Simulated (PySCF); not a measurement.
# H$_{2}$Al–As, triplet: vertical spin and charge gaps

Geometry (PBE0/def2-TZVP stationary point for this spin, not checked as a minimum):

```xyz
4

Al    0.0000    0.0000    1.7403
As    0.0000    0.0000   -0.6949
H     0.0000    1.3758    2.5343
H     0.0000   -1.3758    2.5343
```

Basis cc-pVDZ; PySCF 2.14.0. Only valence electrons are correlated (noble-gas cores and the filled d shells of p-block atoms frozen). Prefix R: restricted or restricted open-shell reference. No spin–orbit coupling is included, and no scalar relativity.

Gaps are energies of the second state less the first, at fixed atoms, for a selection of the levels run; mean-field and cluster levels share one orbital occupation for each state, and full CI takes the lowest of the symmetries tried.

Removing an electron, to the quartet: 8.759 eV at RCCSDT.

```json
{"level": "RHF", "gap (eV)": "8.151", "error (meV)": "-608"}
{"level": "RMP2", "gap (eV)": "8.731", "error (meV)": "-28"}
{"level": "RCCSD", "gap (eV)": "8.738", "error (meV)": "-21"}
{"level": "RCCSD(T)", "gap (eV)": "8.757", "error (meV)": "-2"}
{"level": "PBE", "gap (eV)": "9.027", "error (meV)": "268"}
{"level": "r2SCAN", "gap (eV)": "9.154", "error (meV)": "395"}
{"level": "PBE0", "gap (eV)": "9.124", "error (meV)": "365"}
{"level": "B3LYP", "gap (eV)": "9.188", "error (meV)": "429"}
{"level": "wB97M-V", "gap (eV)": "9.111", "error (meV)": "352"}
{"level": "B2PLYP", "gap (eV)": "9.015", "error (meV)": "256"}
```

In so small a basis the reference is far from its limit while semilocal and hybrid functionals are nearer theirs (RPA and double hybrids share much of the reference's basis error), so the functionals' errors here hold much of the reference's basis and frozen-core error, which can add to them or hide them.

Full CI isn't at hand for all of this; RCCSDT serves as the reference. It lacks quadruple excitations, which often exceed the step from CCSD(T) to CCSDT.
